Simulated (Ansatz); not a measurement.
**CH6AlN: taking an electron away**

An exercise on one series of results from a longer session: the logs are not shown, and one member is left open.

The runs use Ansatz 0.2.0, Gaussian basis; unrestricted cation, the program's frozen cores in correlated methods.

Plan: UKS PBE-D4/def2-TZVPP; UKS r2SCAN-D4/def2-TZVPP; UKS PBE0-D4/def2-TZVPP; UKS B3LYP-D4/def2-TZVPP; UKS wB97X-V/def2-TZVPP; UKS wB97M-V/def2-TZVPP; UKS B2PLYP/def2-TZVPP; UHF-CCSD(T)/def2-TZVPP; UHF-MP2/def2-QZVPP; extrapolation to the limit; then −ε(HOMO) from the neutral's earlier runs with LDA (SPW92), PBE-D4, revPBE-D4, BLYP-D4, r2SCAN-D4, B97M-V, PBE0-D4, B3LYP-D4, r2SCANh-D4, r2SCAN0-D4, HSE06-D4, BHLYP-D4, CAM-B3LYP-D4, LC-ωPBE, ωB97X-V, ωB97M-V.

**The geometry**

The geometry comes from an earlier relaxation with PBE0-D4 in a triple-zeta def2 set; it is a stationary point, not always the lowest conformer.

SMILES `C[NH][AlH2]`, 9 atoms, charge 0, spin multiplicity 1.

Atoms are counted from 1 here; the program's logs count them from 0.

Bond lengths: C1–N2 1.447 Å, C1–H4 1.097 Å, C1–H5 1.097 Å, C1–H6 1.093 Å, N2–Al3 1.768 Å, N2–H7 1.010 Å, Al3–H8 1.584 Å, Al3–H9 1.584 Å. Angles: N2–C1–H4 112.4°, N2–C1–H5 112.3°, N2–C1–H6 109.8°, H4–C1–H5 107.6°, H4–C1–H6 107.2°, H5–C1–H6 107.2°, C1–N2–Al3 128.6°, C1–N2–H7 111.9°, Al3–N2–H7 119.5°, N2–Al3–H8 117.5°, N2–Al3–H9 117.5°, H8–Al3–H9 125.0°.

Coordinates:

| atom | x (Å) | y (Å) | z (Å) |
| --- | --- | --- | --- |
| C1 | -0.38453 | 0.93474 | -0.77172 |
| N2 | 0.34004 | -0.25316 | -0.37424 |
| Al3 | 0.33532 | -1.07444 | 1.19086 |
| H4 | -1.07476 | 0.74388 | -1.60216 |
| H5 | 0.28443 | 1.74857 | -1.07601 |
| H6 | -0.98099 | 1.30262 | 0.06678 |
| H7 | 0.90554 | -0.61906 | -1.12630 |
| H8 | 1.23440 | -2.36994 | 1.33969 |
| H9 | -0.57086 | -0.45951 | 2.33588 |

The first run:

Contents of in.yaml:

```yaml
crystal:
  periodic: [false, false, false]
  atoms:
    - {symbol: C, position_ang: [-0.384527, 0.934743, -0.771719]}
    - {symbol: N, position_ang: [0.340042, -0.253158, -0.374238]}
    - {symbol: Al, position_ang: [0.335324, -1.074438, 1.190863]}
    - {symbol: H, position_ang: [-1.074756, 0.743883, -1.602157]}
    - {symbol: H, position_ang: [0.284426, 1.748566, -1.076009]}
    - {symbol: H, position_ang: [-0.980989, 1.302618, 0.066780]}
    - {symbol: H, position_ang: [0.905539, -0.619060, -1.126296]}
    - {symbol: H, position_ang: [1.234404, -2.369941, 1.339694]}
    - {symbol: H, position_ang: [-0.570864, -0.459513, 2.335884]}
basis:
  gaussian: {orbitals: def2-TZVPP}
total_charge: 1
magnetization: {spin_polarized: true, initial_magnetization: 1}
hamiltonian: {xc: pbe, dispersion: d4}
```

Among the steps run: Cation, UKS PBE-D4/def2-TZVPP; Cation, UKS r2SCAN-D4/def2-TZVPP; Cation, UKS PBE0-D4/def2-TZVPP; Cation, UKS B3LYP-D4/def2-TZVPP; Cation, UKS wB97X-V/def2-TZVPP; Cation, UKS wB97M-V/def2-TZVPP; Cation, UKS B2PLYP (frozen core)/def2-TZVPP; Cation, UHF-CCSD(T)/def2-TZVPP; Cation, UHF-MP2/def2-QZVPP.

One of the session's tables, all rows but one given; the rest of the session is left out.

Orbital estimates, from the neutral's runs:

```
  functional  −ε(HOMO) (eV)
 LDA (SPW92)           5.77
      PBE-D4              ?
   revPBE-D4           5.57
     BLYP-D4           5.50
   r2SCAN-D4           5.85
      B97M-V           5.96
     PBE0-D4           6.88
    B3LYP-D4           6.67
  r2SCANh-D4           6.32
  r2SCAN0-D4           7.05
    HSE06-D4           6.48
    BHLYP-D4           8.08
CAM-B3LYP-D4           8.27
     LC-ωPBE           9.66
     ωB97X-V           9.29
     ωB97M-V           9.21
```

Estimate the missing values for PBE-D4.

**Answer.** −ε(HOMO) (eV): 5.63. In the column «−ε(HOMO) (eV)» it lies between revPBE-D4 (5.57) and LDA (SPW92) (5.77).
